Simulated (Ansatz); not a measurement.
# CH₄S+ (doublet): energies up the ladder

Aim: energies up the ladder, for CH₄S+ (doublet), with the cost of each level. Charge +1. Spin multiplicity 2.

Computed with Ansatz 0.2.0 (the levels named in each step, unless a step's input says otherwise).

### 1 The structure to begin with

Bond lengths: C1–S2 1.822 Å, C1–H3 1.086 Å, C1–H4 1.085 Å, C1–H5 1.086 Å, S2–H6 1.332 Å. Angles: C1–S2–H6 96.2°, S2–C1–H3 109.7°, S2–C1–H4 106.3°, S2–C1–H5 109.7°, H3–C1–H4 110.1°, H3–C1–H5 111.0°, H4–C1–H5 110.0°.

As a file:

```xyz
6

C    -1.1158   -0.5222    0.0729
S     0.5143    0.2840   -0.0379
H    -1.2049   -1.0375    1.0244
H    -1.8535    0.2710    0.0087
H    -1.2395   -1.2126   -0.7555
H     1.2329   -0.8328    0.0585
```

### 2 A rough first relaxation, PBE-D4/def2-SVP

input.yaml reads:

```yaml
crystal:
  periodic: [false, false, false]
  atoms:
    - { symbol: C, position_ang: [-1.11575, -0.52215, 0.07293] }
    - { symbol: S, position_ang: [0.51428, 0.28397, -0.03787] }
    - { symbol: H, position_ang: [-1.20492, -1.03746, 1.02439] }
    - { symbol: H, position_ang: [-1.85354, 0.27103, 0.00868] }
    - { symbol: H, position_ang: [-1.23949, -1.2126, -0.75552] }
    - { symbol: H, position_ang: [1.23295, -0.83279, 0.05845] }
magnetization:
  spin_polarized: true
  initial_magnetization: 1
total_charge: 1
basis:
  gaussian: { orbitals: def2-SVP }
hamiltonian:
  xc: pbe
  dispersion: d4
relax:
  f_tol: 0.03
  max_steps: 200
```

The run is started by

```
ansatz run input.yaml --threads 4 --pin off --max-ram 10240MiB --backend cpu --events-out ev --progress --plain --runs-dir out
```

Further steps of the session: Relaxation, PBE0-D4/def2-TZVPP; Frequencies, PBE0-D4/def2-TZVPP; Single point, PBE-D4/def2-TZVPP; Single point, r2SCAN-D4/def2-TZVPP; Single point, B3LYP-D4/def2-TZVPP; Single point, wB97M-V/def2-TZVPP; Single point, B2PLYP/def2-TZVPP; Single point, LDA/def2-TZVPP; Single point, PBE0-D4/def2-SVP; Single point, PBE-D4/def2-SVP; Single point, CCSD(T)/def2-TZVPP; Single point, CCSD(T)/def2-QZVPP.

Before running it: what results should come out? Wanted: C1–S2 at PBE0-D4/def2-TZVPP; frequencies at PBE0-D4/def2-TZVPP; energy at CCSD(T)/CBS.

**Answer**, as computed:

```
                         quantity             value
      C1–S2 at PBE0-D4/def2-TZVPP           1.762 Å
frequencies at PBE0-D4/def2-TZVPP  214 to 3182 cm⁻¹
            energy at CCSD(T)/CBS     -11915.179 eV
```

No mode is imaginary, so the geometry is a minimum. These totals serve in differences with atoms or fragments at the same level; alone they don't rank the methods.
